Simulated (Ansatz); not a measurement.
A nudged elastic band was laid between two geometries of FH3Si + H3Si (9 atoms, charge 0, multiplicity 2).

Level of theory: UKS LDA/6-31G* (Ansatz 0.2.0).

```
movable images  : 9
climbing image  : yes
spring          : 5.0 eV/Å²
optimiser       : quadratic models (default)
start path      : through a guess of the saddle point
force threshold : 0.03 eV/Å
iteration limit : 60
end points      : relaxed
```

Initial state:

```xyz
9
Properties=species:S:1:pos:R:3
Si -0.019 0.029 -0.154
H -0.017 0.023 1.388
H 1.403 0.034 -0.638
F -0.776 1.335 -0.706
H -0.725 -1.202 -0.644
Si 0.051 -0.079 3.721
H -0.772 -1.201 4.292
H 1.426 -0.071 4.331
H -0.630 1.238 3.961
```

Final state:

```xyz
9
Properties=species:S:1:pos:R:3
Si -0.206 0.246 -0.012
H -0.595 0.796 2.074
H 1.162 0.794 0.318
F -0.312 0.098 -1.619
H -0.349 -1.137 0.584
Si -0.064 0.011 3.272
H -1.038 -1.082 3.586
H 1.270 -0.568 2.913
H 0.073 0.947 4.434
```

Task: Which bonds break or form, and what moves?

Result: Bonds broken: Si1–H2. Bonds formed: H2–Si6. FH3Si + H3Si becomes FH2Si + H4Si.

Task: Give the energies along the band, and the barrier.

Result: The run converged. The highest image is number 4 of 0 to 10, 3.9 kJ/mol above the first end and 10.0 kJ/mol above the last; the last end lies 6.1 kJ/mol below the first. A structure lower than the first end lies on the path between it and the top, so the climb from that side starts below the end, which may itself be a saddle point or a shallow side well. A vibrational analysis at the climbing image gives one clearly imaginary mode, 434i cm⁻¹, and a faint second one (21i cm⁻¹) that may be numerical noise or a soft torsion: probably a first-order saddle point.

| image | path coordinate (Å) | energy (kJ/mol) | Si1–H2 (Å) | H2–Si6 (Å) |
| --- | --- | --- | --- | --- |
| 0 | 0.00 | 0.0 | 1.54 | 2.34 |
| 1 | 0.70 | 0.0 | 1.54 | 2.33 |
| 2 | 1.41 | -1.2 | 1.54 | 2.32 |
| 3 | 2.11 | -0.5 | 1.55 | 2.22 |
| 4 | 2.82 | 3.9 | 1.74 | 1.78 |
| 5 | 3.25 | 0.5 | 2.01 | 1.58 |
| 6 | 3.69 | -1.9 | 2.09 | 1.55 |
| 7 | 4.13 | -3.4 | 2.10 | 1.54 |
| 8 | 4.57 | -4.7 | 2.11 | 1.54 |
| 9 | 5.01 | -5.8 | 2.13 | 1.54 |
| 10 | 5.45 | -6.1 | 2.19 | 1.53 |

Task: What is the geometry of the highest image?

Result: 
```xyz
9
Properties=species:S:1:pos:R:3
Si -0.057 0.099 -0.002
H -0.214 0.210 1.728
H 1.417 0.305 -0.239
F -0.891 1.069 -0.987
H -0.421 -1.334 -0.296
Si -0.014 -0.025 3.477
H -0.961 -1.083 3.965
H 1.403 -0.424 3.773
H -0.322 1.290 4.132
```

Time of the run: 2.3 min on 1 thread of Intel(R) Xeon(R) 6975P-C (Granite Rapids) (shared host), peak memory 0.15 GiB.
